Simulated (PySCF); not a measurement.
# H6N2Si: the cost of one run

Computed with PySCF 2.14.0, with density-fitted response routines of our own, on a single molecule in the gas phase. Atoms are numbered from 0 throughout.

### Step 1. The starting structure

9 atoms, charge 0, multiplicity 1; geometry from: GFN2-xTB. The atoms were then displaced at random by about 0.01 Å, so the start is not that level's minimum.

Bonds of the start (Å): N0–Si1 1.75, Si1–N2 1.74, N0–H3 0.98, N0–H4 1.00, Si1–H5 1.46, Si1–H6 1.47, N2–H7 0.97, N2–H8 0.98.

### Step 2. Relaxing the molecule at PBE0-D3(BJ)/def2-SVP

What the job is given:

```
{"job": {"xc": "PBE0", "basis": "def2-SVP", "d3": "d3bj", "grid": 1, "shake": 0.01, "kind": "geom"}, "charge": 0, "multiplicity": 1}
N      1.528360    -0.039850     0.236670
Si    -0.111450     0.578320     0.157400
N     -1.273250    -0.663140    -0.221260
H      1.744070    -0.746600     0.886920
H      2.008750    -0.185630    -0.633890
H     -0.475800     1.032570     1.498130
H     -0.027650     1.670510    -0.822080
H     -2.217780    -0.450630    -0.113520
H     -1.117430    -1.212690    -1.022100
```

On the command line:

```console
OMP_NUM_THREADS=1 python probes_run.py task.json out
```

One launch serves the whole session: the jobs run in the order shown.

Q: Estimate the wall time and peak memory of this first job on 1 thread of Arm Neoverse V1, shared host.

About 31 s, with a peak of 0.33 GiB.
